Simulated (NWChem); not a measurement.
# HF/MIDI! run of S2F2 (Difluorodisulfane)

What is the vertical ionisation energy of S2F2 (Difluorodisulfane) at HF/MIDI!? 

The calculation is run with NWChem 7.3.0.

2 further runs of the same task are left out: 1 that didn't finish, 1 set aside as unsound or not needed.

### 1 The molecule

S2F2: 4 atoms, total charge 0, spin state singlet. SMILES: `FSSF`. The coordinates come from a PBE0-D4/def2-TZVP relaxation.

Bond lengths: F1–S2 1.631 Å, S2–S3 1.890 Å, S3–F4 1.631 Å. Angles: F1–S2–S3 108.6°, S2–S3–F4 108.6°.

### 2 A single-point energy at HF/MIDI!

Input file m1.xyz:

```xyz
4
Difluorodisulfane
F     -1.783750    -0.199930    -0.621590
S     -0.467670     0.764150    -0.632370
S      1.044990    -0.276390    -0.184720
F      1.206410    -0.287820     1.438680
```

Input file m1.nw:

```
start m1
title "Difluorodisulfane"
memory total 2200 mb
geometry units angstroms noautosym nocenter noautoz
  load format xyz m1.xyz
end
basis spherical bse
  * library "MIDI!"
end
scf
  thresh 1e-08
  maxiter 80
  print low
end
task scf
```

Run with:

```
$ nwchem m1.nw > m1.out
```

Standard output:

```text
[...]
  functions       =    64
[...]
  wavefunction    = RHF
[...]
         Total SCF energy =   -988.902902377895
      One-electron energy =  -1828.212683623423
      Two-electron energy =    609.181445462940
 Nuclear repulsion energy =    230.128335782588
        Time for solution =      3.8s
 Task  times  cpu:        4.1s     wall:        4.1s
[...]
```

It took 4.8 s on 1 thread of Intel Xeon Platinum 8259CL at 2.50GHz (Skylake/Cascade Lake), shared host; peak memory 0.1 GiB.

### 3 The doublet cation at the same level

Input file f2s2.nw:

```
start f2s2
memory total 2200 mb
charge 1

geometry units au noautosym nocenter noautoz
 F     -3.37079897    -0.37781294    -1.17463486
 S     -0.88376822     1.44403422    -1.19500611
 S      1.97474490    -0.52230140    -0.34907021
 F      2.27978449    -0.54390097     2.71871118
end

basis "ao basis" spherical bse
 * library "MIDI!"
end

scf
 doublet
 uhf
 thresh 1e-08
 maxiter 80
 print low
end

task scf energy
```

Run with:

```
$ nwchem f2s2.nw > f2s2.out
```

Standard output:

```text
[...]
  functions       =    64
[...]
  wavefunction    = UHF
[...]
         Total SCF energy =   -988.513186342651
      One electron energy =  -1812.952107825448
      Two electron energy =    594.310602064070
 Nuclear repulsion energy =    230.128319418728
                       Sz =      0.5000
                 Sz(Sz+1) =      0.7500
                      S^2 =      0.7812
[...]
```

It took 31 s on 1 thread of Intel Xeon Platinum 8259CL at 2.50GHz (Skylake/Cascade Lake), shared host; peak memory 0.099 GiB.

### 4 Results

Level: HF/MIDI!.

| quantity | value |
| --- | --- |
| singlet S2F2: total energy | -988.90290 Eh |
| doublet cation: total energy | -988.51319 Eh |
| doublet cation: ⟨S²⟩ | 0.781 |
| vertical ionisation energy (to the doublet cation) | 10.605 eV |

What this shows: The vertical ionisation energy comes to 10.60 eV (245 kcal/mol).
